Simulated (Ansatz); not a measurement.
Geometry optimisation, RKS PBE0/def2-SVP (Ansatz 0.2.0).

input.yaml

```yaml
crystal:
  periodic: [false, false, false]
  atoms:
    - { symbol: C, position_ang: [-1.6745, 0.447, -0.2437] }
    - { symbol: C, position_ang: [-0.303, -0.0432, -0.2741] }
    - { symbol: O, position_ang: [-0.3319, -1.3661, 0.2162] }
    - { symbol: S, position_ang: [0.8454, 1.0181, 0.7472] }
    - { symbol: P, position_ang: [2.7287, 0.2251, 0.548] }
    - { symbol: H, position_ang: [-1.7832, 1.5266, -0.6531] }
    - { symbol: H, position_ang: [-2.1206, 0.4779, 0.7591] }
    - { symbol: H, position_ang: [-2.3303, -0.1315, -0.8737] }
    - { symbol: H, position_ang: [0.0807, -0.0438, -1.2586] }
    - { symbol: H, position_ang: [-0.40532, -1.94076, -0.61326] }
    - { symbol: H, position_ang: [2.3971, -1.1444, 0.676] }
    - { symbol: H, position_ang: [2.8375, 0.2432, -0.83] }
basis:
  gaussian: { orbitals: def2-SVP }
hamiltonian:
  xc: pbe0
relax:
  f_tol: 0.015
  max_steps: 40
output:
  orbitals: {}
```

Command:

```bash
$ ansatz run input.yaml --threads 2 --pin off --max-ram 3072MiB --backend cpu --events-out ev --progress --plain --runs-dir out
```

Question: Where does it end, and by what steps?

Answer: The forces met the threshold. After 23 steps the energy has fallen by 0.479 eV; H10 moved furthest, 0.99 Å.

```json
{"step": "0", "energy less start (eV)": "0.0000", "largest force component (eV/Å)": "3.703", "accepted": "yes"}
{"step": "1", "energy less start (eV)": "-0.3081", "largest force component (eV/Å)": "0.979", "accepted": "yes"}
{"step": "2", "energy less start (eV)": "-0.3810", "largest force component (eV/Å)": "0.640", "accepted": "yes"}
{"step": "3", "energy less start (eV)": "-0.3911", "largest force component (eV/Å)": "0.304", "accepted": "yes"}
{"step": "4", "energy less start (eV)": "-0.3943", "largest force component (eV/Å)": "0.080", "accepted": "yes"}
{"step": "5", "energy less start (eV)": "-0.3947", "largest force component (eV/Å)": "0.089", "accepted": "yes"}
{"step": "6", "energy less start (eV)": "-0.3953", "largest force component (eV/Å)": "0.024", "accepted": "yes"}
{"step": "7", "energy less start (eV)": "-0.3960", "largest force component (eV/Å)": "0.075", "accepted": "yes"}
{"step": "8", "energy less start (eV)": "-0.3967", "largest force component (eV/Å)": "0.295", "accepted": "yes"}
{"step": "9", "energy less start (eV)": "-0.3981", "largest force component (eV/Å)": "0.239", "accepted": "yes"}
{"step": "10", "energy less start (eV)": "-0.4101", "largest force component (eV/Å)": "0.222", "accepted": "yes"}
{"step": "11", "energy less start (eV)": "-0.4060", "largest force component (eV/Å)": "0.570", "accepted": "no"}
{"step": "12", "energy less start (eV)": "-0.4251", "largest force component (eV/Å)": "0.304", "accepted": "yes"}
{"step": "13", "energy less start (eV)": "-0.4410", "largest force component (eV/Å)": "0.203", "accepted": "yes"}
{"step": "14", "energy less start (eV)": "-0.4417", "largest force component (eV/Å)": "1.013", "accepted": "yes"}
{"step": "15", "energy less start (eV)": "-0.3743", "largest force component (eV/Å)": "2.607", "accepted": "no"}
{"step": "16", "energy less start (eV)": "-0.4685", "largest force component (eV/Å)": "0.291", "accepted": "yes"}
{"step": "17", "energy less start (eV)": "-0.4750", "largest force component (eV/Å)": "0.075", "accepted": "yes"}
{"step": "18", "energy less start (eV)": "-0.4753", "largest force component (eV/Å)": "0.200", "accepted": "yes"}
{"step": "19", "energy less start (eV)": "-0.4771", "largest force component (eV/Å)": "0.083", "accepted": "yes"}
{"step": "20", "energy less start (eV)": "-0.4777", "largest force component (eV/Å)": "0.100", "accepted": "yes"}
{"step": "21", "energy less start (eV)": "-0.4783", "largest force component (eV/Å)": "0.070", "accepted": "yes"}
{"step": "22", "energy less start (eV)": "-0.4785", "largest force component (eV/Å)": "0.066", "accepted": "yes"}
{"step": "23", "energy less start (eV)": "-0.4787", "largest force component (eV/Å)": "0.004", "accepted": "yes"}
```

```xyz
12
Properties=species:S:1:pos:R:3
C -1.761 0.532 -0.254
C -0.369 -0.046 -0.349
O -0.422 -1.381 0.004
S 0.731 0.978 0.757
P 2.642 0.127 0.486
H -1.770 1.595 -0.534
H -2.142 0.426 0.773
H -2.429 -0.023 -0.929
H 0.044 0.094 -1.367
H 0.446 -1.776 -0.141
H 2.328 -1.257 0.698
H 2.643 -0.001 -0.943
```

The run took 85 s on 2 threads of Arm Neoverse V1 (shared host), peak memory 0.26 GiB.
